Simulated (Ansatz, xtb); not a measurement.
## NPS: which of two structures lies lower

Structure I is a singlet given by its coordinates and structure II is `P#[N+][S-]`, a singlet. Both are isolated molecules in the gas phase, relaxed with B3LYP-D3(BJ)/6-311G**.

I (Å):

```yaml
atoms:
  - { symbol: N, position_ang: [-0.3068, -0.7785, -0.4148] }
  - { symbol: P, position_ang: [-0.3326, -0.3257, 1.0924] }
  - { symbol: S, position_ang: [-0.9888, 1.0184, -0.4372] }
```

Close contacts (Å): N1–P2 1.57, N1–S3 1.92, P2–S3 2.14.

II (Å):

```csv
atom,x (Å),y (Å),z (Å)
N,0.0000,0.0000,-0.0169
P,0.0000,0.0000,-1.5397
S,0.0000,0.0000,1.5566
```

Quicker runs give these differences E(II) − E(I): GFN2-xTB −1.223 eV; HF/STO-3G −0.760 eV (at GFN2-xTB geometries); r2SCAN-D4/def2-SVP −1.588 eV (at GFN2-xTB geometries).

Q: Estimate E(II) − E(I) at the level CCSD(T)/def2-TZVPP.

A: Calculated at CCSD(T)/def2-TZVPP: E(II) − E(I) = −0.978 eV, so structure II lies lower.

Level by level:

| level | geometry | E(II) − E(I) (eV) | departure from the last row (eV) | job, with rough time for the two |
| --- | --- | --- | --- | --- |
| GFN2-xTB | GFN2-xTB | −1.223 | −0.245 | optimisation, 0.084 s |
| HF/STO-3G | GFN2-xTB | −0.760 | +0.217 | single point, 0.2 s |
| r2SCAN-D4/def2-SVP | GFN2-xTB | −1.588 | −0.611 | single point, 2.2 s |
| B3LYP-D3(BJ)/6-311G** | B3LYP-D3(BJ)/6-311G** | −1.510 | −0.532 | optimisation, 13 s |
| HF/def2-TZVPP | B3LYP-D3(BJ)/6-311G** | −0.618 | +0.360 | part of the CCSD(T) run |
| MP2/def2-TZVPP | B3LYP-D3(BJ)/6-311G** | −1.263 | −0.286 | part of the CCSD(T) run |
| CCSD(T)/def2-TZVPP | B3LYP-D3(BJ)/6-311G** | −0.978 |  | single point, 13 s |

The levels shown agree on the order. The largest departure from CCSD(T)/def2-TZVPP is that of r2SCAN-D4/def2-SVP, 0.611 eV.

With harmonic frequencies from B3LYP-D3(BJ)/6-311G** (ideal gas, rigid rotor, one conformer each, 298.15 K, 1 atm): on the last row, ΔE + ΔZPE = −0.921, ΔH = −0.930, ΔG = −0.851 eV.

The T1 diagnostic of structures I and II is large, so the coupled-cluster value is less sure. The correlated steps freeze 11 core orbitals. Codes used: Ansatz 0.2.0, xtb 6.7.1; the last row on 1 thread of Arm Neoverse V1 on a shared host.
